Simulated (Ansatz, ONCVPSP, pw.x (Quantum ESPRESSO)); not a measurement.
# pw.x on fcc Ir: one setting changed

Potential: optimised norm-conserving Vanderbilt (ONCV), ONCVPSP 4.0.1.1 (patched build), LDA (Perdew-Wang 92); core [Kr] 4d10 4f14, reference 5s2 5p6 5d7 6s2; waves: 5s+6s: rc 1.35 bohr, ncon 3, nbas 7, qcut 9.4 1/bohr, 2 projectors; 5p: rc 1.70 bohr, ncon 4, nbas 9, qcut 6.7 1/bohr, 2 projectors, debl 0.4 Ha; 5d: rc 2.20 bohr, ncon 3, nbas 8, qcut 5.7 1/bohr, 2 projectors, debl 2 Ha; local part: polynomial inside 1.30 bohr (lpopt 5, dvloc0 6 Ha); core correction: polynomial model core, fcfact 0.3. In the p channel the program set the typed energies aside and used -2.018, 0.250 Ha.

The reference run (k-mesh 15³, cutoffs 90/360 Ry, Fermi–Dirac 0.01 Ry, mixing_beta 0.4, conv_thr 1e-9, no spin) gives -4.13 GPa at 13.898 Å³/atom, where all-electron LAPW gives -1.45 GPa. This run, with its own iteration cap, changes k-mesh points per axis to 1, a wrong or extreme entry chosen on purpose.

```
&control
  calculation='scf', prefix='x', pseudo_dir='./', outdir='./tmp', tstress=.true., disk_io='none'
/
&system
  ibrav=0, nat=1, ntyp=1, ecutwfc=90, ecutrho=360, nbnd=17,
  occupations='smearing', smearing='fd', degauss=0.01
/
&electrons
  conv_thr=1e-09, mixing_beta=0.4, electron_maxstep=70
/
ATOMIC_SPECIES
Ir 1.0 Ir.UPF
CELL_PARAMETERS angstrom
  0.00000000 1.90827416 1.90827416
  1.90827416 0.00000000 1.90827416
  1.90827416 1.90827416 0.00000000
ATOMIC_POSITIONS crystal
Ir 0.0000 0.0000 0.0000
K_POINTS automatic
1 1 1 0 0 0
```

```bash
pw.x < Ir.scf.in > Ir.scf.out
```

Task: How does the run end?

Result: It converges in 8 iterations; the free energy moves by -7.02 eV/atom and the pressure by +25.09 GPa. The result is not a property of the crystal.

```
Message from routine setup:
     using ibrav=0 with symmetry is DISCOURAGED, use correct ibrav instead
     lattice parameter (alat)  =       5.0998  a.u.
     unit-cell volume          =      93.7884 (a.u.)^3
     number of electrons       =        17.00
     number of Kohn-Sham states=           17
     kinetic-energy cutoff     =      90.0000  Ry
     charge density cutoff     =     360.0000  Ry
     scf convergence threshold =      1.0E-09
     Exchange-correlation= SLA  PW   NOGX NOGC
     number of k points=     1  Fermi-Dirac smearing, width (Ry)=  0.0100
     iteration #  1     ecut=    90.00 Ry     beta= 0.40
     total energy              =    -239.61336365 Ry
     estimated scf accuracy    <       0.08711393 Ry
     iteration #  2     ecut=    90.00 Ry     beta= 0.40
     total energy              =    -239.60450129 Ry
     estimated scf accuracy    <       0.02884801 Ry
     iteration #  3     ecut=    90.00 Ry     beta= 0.40
     total energy              =    -239.60528572 Ry
     estimated scf accuracy    <       0.00005860 Ry
     iteration #  4     ecut=    90.00 Ry     beta= 0.40
     total energy              =    -239.60529394 Ry
     estimated scf accuracy    <       0.00000191 Ry
     iteration #  5     ecut=    90.00 Ry     beta= 0.40
     total energy              =    -239.60529387 Ry
     estimated scf accuracy    <       0.00000019 Ry
     iteration #  6     ecut=    90.00 Ry     beta= 0.40
     total energy              =    -239.60529392 Ry
     estimated scf accuracy    <          9.8E-09 Ry
     iteration #  7     ecut=    90.00 Ry     beta= 0.40
     total energy              =    -239.60529391 Ry
     estimated scf accuracy    <          4.9E-09 Ry
     iteration #  8     ecut=    90.00 Ry     beta= 0.40
     the Fermi energy is    25.1566 ev
!    total energy              =    -239.60529391 Ry
     estimated scf accuracy    <          3.3E-12 Ry
     smearing contrib. (-TS)   =      -0.02249349 Ry
     The total energy is F=E-TS. E is the sum of the following terms:
     one-electron contribution =     -30.44007379 Ry
     hartree contribution      =      28.38331208 Ry
     xc contribution           =     -53.80686399 Ry
     ewald contribution        =    -183.71917473 Ry
     convergence has been achieved in   8 iterations
          total   stress  (Ry/bohr**3)                   (kbar)     P=      209.61
     Message from routine punch:
     Nothing written, as per user request (disk_io='none')
```

The run took about 0.8 s on one core of a shared host (Neoverse-N1, 64 threads, 124 GiB, load 58).
